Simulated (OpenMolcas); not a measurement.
## Worked example: vertical energy of the triplet above the singlet of HNO2 (nitrous acid)

HNO2: 4 atoms, total charge 0, spin state singlet. As SMILES, `O=NO`. The shape is that of a PBE0-D4/def2-TZVP optimisation.

Both states at this one shape; open shells run unrestricted unless said. 1 Eh = 27.2114 eV.

| level | program | singlet HNO2 (Eh) | triplet HNO2 (Eh) |
| --- | --- | --- | --- |
| BLYP/def2-TZVP | OpenMolcas | -205.782580 | -205.687103 |
| PBE/def2-TZVP | OpenMolcas | -205.598713 | -205.502897 |
| B3LYP/6-31G* (spherical functions) | OpenMolcas | -205.689353 | -205.599683 |

**Question.** Work out the vertical gap, second state less first, at each level.

**Answer.** 
1. BLYP/def2-TZVP: -205.687103 − (-205.782580) = 0.095477 Eh = 2.60 eV.
2. PBE/def2-TZVP: -205.502897 − (-205.598713) = 0.095816 Eh = 2.61 eV.
3. B3LYP/6-31G* (spherical functions): -205.599683 − (-205.689353) = 0.089670 Eh = 2.44 eV.

No measured value is set beside it here; the levels span 2.44 to 2.61 eV.
